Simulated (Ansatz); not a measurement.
# BH3O (SMILES BO): one structure at several levels

A test off equilibrium: a structure displaced at random from a GFN2-xTB minimum is computed at several levels, and each is set against CCSD(T).

The runs use Ansatz 0.2.0, Gaussian basis; single points in def2-TZVPP.

Correlated methods freeze the cores.

### 1 The system as given

SMILES `BO`, 5 atoms, charge 0, spin multiplicity 1.

Atoms are counted from 1 here; the program's logs count them from 0.

Bond lengths: B1–O2 1.338 Å, B1–H3 1.174 Å, B1–H4 1.131 Å, O2–H5 1.039 Å. Angles: O2–B1–H3 106.5°, O2–B1–H4 128.4°, H3–B1–H4 124.8°, B1–O2–H5 115.6°.

Geometry (Å):

```mol
BH3O
  3D, bonds by distance, orders not assigned

  5  4  0  0  0  0  0  0  0  0999 V2000
   -0.2483   -0.3537    0.0125 B   0  0
    0.3878    0.7616    0.3895 O   0  0
   -0.7326   -0.8063    0.9819 H   0  0
   -0.2419   -0.8571   -1.0006 H   0  0
    0.9828    1.2065   -0.3362 H   0  0
  1  2  8  0
  1  3  8  0
  1  4  8  0
  2  5  8  0
M  END
```

### 2 CCSD(T)/def2-TZVPP

run/in.yaml reads:

```yaml
crystal:
  periodic: [false, false, false]
  atoms:
    - {symbol: B, position_ang: [-0.248300, -0.353700, 0.012500]}
    - {symbol: O, position_ang: [0.387800, 0.761600, 0.389500]}
    - {symbol: H, position_ang: [-0.732600, -0.806300, 0.981900]}
    - {symbol: H, position_ang: [-0.241900, -0.857100, -1.000600]}
    - {symbol: H, position_ang: [0.982800, 1.206500, -0.336200]}
basis:
  gaussian: {orbitals: def2-TZVPP}
correlation: {method: ccsd_t}
output: {forces: true}
```

The command line of these runs was not kept.

### 3 PBE0-D4/def2-TZVPP

run/in.yaml, as its differences from that of step 2:

```diff
@@ -10,3 +10,3 @@
   gaussian: {orbitals: def2-TZVPP}
-correlation: {method: ccsd_t}
-output: {forces: true}
+hamiltonian: {xc: pbe0, dispersion: d4}
+output: {forces: true, orbitals: {seedname: orbitals}}
```

### 4 wB97M-V/def2-TZVPP

run/in.yaml, as its differences from that of step 3:

```diff
@@ -10,3 +10,3 @@
   gaussian: {orbitals: def2-TZVPP}
-hamiltonian: {xc: pbe0, dispersion: d4}
-output: {forces: true, orbitals: {seedname: orbitals}}
+hamiltonian: {xc: {name: wB97M-V}}
+output: {forces: true}
```

### 5 r2SCAN-D4/def2-TZVPP

run/in.yaml, as its differences from that of step 4:

```diff
@@ -10,3 +10,3 @@
   gaussian: {orbitals: def2-TZVPP}
-hamiltonian: {xc: {name: wB97M-V}}
+hamiltonian: {xc: r2scan, dispersion: d4}
 output: {forces: true}
```

### 6 PBE-D4/def2-TZVPP

run/in.yaml, as its differences from that of step 5:

```diff
@@ -10,3 +10,3 @@
   gaussian: {orbitals: def2-TZVPP}
-hamiltonian: {xc: r2scan, dispersion: d4}
+hamiltonian: {xc: pbe, dispersion: d4}
 output: {forces: true}
```

### 7 r2SCANh-D4/def2-TZVPP

run/in.yaml, as its differences from that of step 6:

```diff
@@ -10,3 +10,3 @@
   gaussian: {orbitals: def2-TZVPP}
-hamiltonian: {xc: pbe, dispersion: d4}
+hamiltonian: {xc: {name: r2SCANh}, dispersion: d4}
 output: {forces: true}
```

### 8 LC-wPBE/def2-TZVPP

run/in.yaml, as its differences from that of step 7:

```diff
@@ -10,3 +10,3 @@
   gaussian: {orbitals: def2-TZVPP}
-hamiltonian: {xc: {name: r2SCANh}, dispersion: d4}
+hamiltonian: {xc: {name: LC-wPBE}}
 output: {forces: true}
```

(Steps that only read results are left out.)

Q: Predict the outcome of this session. Wanted: energy less free atoms, CCSD(T)/def2-TZVPP; RMS force component; RMS force error; HOMO and LUMO, PBE0-D4; T1 diagnostic.

As calculated:

```
                                  quantity                                                                                              value
energy less free atoms, CCSD(T)/def2-TZVPP                                                                                    -418.2 kcal/mol
                       RMS force component                                                               1.369 to 1.578 eV/Å over the methods
                           RMS force error  PBE0-D4 0.189, wB97M-V 0.111, r2SCAN-D4 0.140, PBE-D4 0.233, r2SCANh-D4 0.165, LC-wPBE 0.176 eV/Å
                    HOMO and LUMO, PBE0-D4                                                                                 -8.82 and -0.32 eV
                             T1 diagnostic                                                                                              0.014
```

In words: Against CCSD(T) the functionals' energies less atoms differ by -15.9 to -7.0 kcal/mol, PBE-D4 by -15.9 kcal/mol. A larger basis would deepen the CCSD(T) value, while the functionals are nearly converged already, so the order here is not reliable. For forces wB97M-V does best and PBE-D4 worst. Frozen-core CCSD(T) forces in triple zeta carry basis errors of their own, and this is one geometry, so small gaps rank nothing.
